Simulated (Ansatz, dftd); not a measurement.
System: COS, charge 0, singlet. COS (sulfanylidenemethanone, SMILES O=C=S).
B3LYP-D3(BJ)/def2-TZVP minimum from Ansatz (a quantum-chemistry and plane-wave program):
```
C
O 1 1.1555
S 1 1.5622 2 180.00
```
Charge 0, spin multiplicity 1.

Wanted: atomisation energy (electronic, to ground-state atoms), in kJ/mol. Radicals and triplets start from unrestricted determinants; spin-orbit coupling is neglected. Correlated methods leave the cores frozen. Rows without X2C or -DK are non-relativistic. CBS(X,Y): correlation extrapolated as X^-3, Hartree-Fock from the larger set (Q,5: extrapolated as (X+1)exp(-9√X)). A bracket is a step between two methods taken in the basis named. Functionals run without relativity, which enters their misses. Double hybrids freeze cores in their MP2 part. '+ core + X2C': CCSD(T) terms for core correlation (cc-pwCVTZ, 1s frozen past Ne) and scalar relativity (cc-pVTZ-DK).

| level | program | atomisation energy (kJ/mol) | difference against the last row |
|---|---|---|---|
| HF/CBS(cc-pV(Q+d)Z,cc-pV(5+d)Z) | Ansatz | 867.8 | -537.0 |
| PBE0/def2-TZVPD | Ansatz | 1415.6 | 10.8 |
| B2GP-PLYP-D4/def2-TZVPD | Ansatz + dftd4 | 1391.8 | -13.0 |
| MP2/cc-pV(D+d)Z | Ansatz | 1358.7 | -46.1 |
| CCSD/cc-pV(5+d)Z | Ansatz | 1326.9 | -77.9 |
| CCSD(T)/cc-pV(D+d)Z | Ansatz | 1272.4 | -132.4 |
| CCSD(T)/cc-pV(Q+d)Z | Ansatz | 1376.7 | -28.1 |
| CCSDT(Q)/cc-pV(D+d)Z | Ansatz | 1276.9 | -127.9 |
| CCSDTQ/cc-pV(D+d)Z | Ansatz | 1276.1 | -128.7 |
| CCSD(T)/CBS(cc-pV(Q+d)Z,cc-pV(5+d)Z) + [CCSDTQ - CCSD(T)]/cc-pV(D+d)Z + core + X2C | Ansatz | 1406.8 | 2.0 |
| CCSD(T)/CBS(cc-pV(Q+d)Z,cc-pV(5+d)Z) + [CCSDT(Q) - CCSD(T)]/cc-pV(T+d)Z + [CCSDTQ - CCSDT(Q)]/cc-pV(D+d)Z + core + X2C | Ansatz | 1404.8 | 0.0 |
